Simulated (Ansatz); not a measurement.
CH4O, singlet: up the ladder of correlation methods

Computed with Ansatz's Gaussian-basis code (development build); BCCD by scripts on PySCF. Nonrelativistic, cc-pVDZ, 2 core orbitals frozen. Perturbation and coupled-cluster methods stand on the Hartree–Fock determinant that coupled cluster favours (restricted). 

Geometry (Å):

```json
{"atom": "C", "x (Å)": "-0.0464", "y (Å)": "0.6631", "z (Å)": "0.0000"}
{"atom": "O", "x (Å)": "-0.0464", "y (Å)": "-0.7551", "z (Å)": "0.0000"}
{"atom": "H", "x (Å)": "-1.0870", "y (Å)": "0.9759", "z (Å)": "0.0000"}
{"atom": "H", "x (Å)": "0.8606", "y (Å)": "-1.0570", "z (Å)": "0.0000"}
{"atom": "H", "x (Å)": "0.4381", "y (Å)": "1.0716", "z (Å)": "0.8895"}
{"atom": "H", "x (Å)": "0.4381", "y (Å)": "1.0716", "z (Å)": "-0.8895"}
```

Correlation energy of CCSD(T), then each method's total less that of CCSD(T), in eV:

```
case  E corr CCSD(T)    BCCD  BCCD(T)  determinant
 RHF         -10.083  +0.219    0.000            –
```

**Question.** Give CCSDT(Q) less CCSD(T). Is CCSD(T) good to 1 kcal/mol?

**Answer.** RHF: -0.031 eV (within).
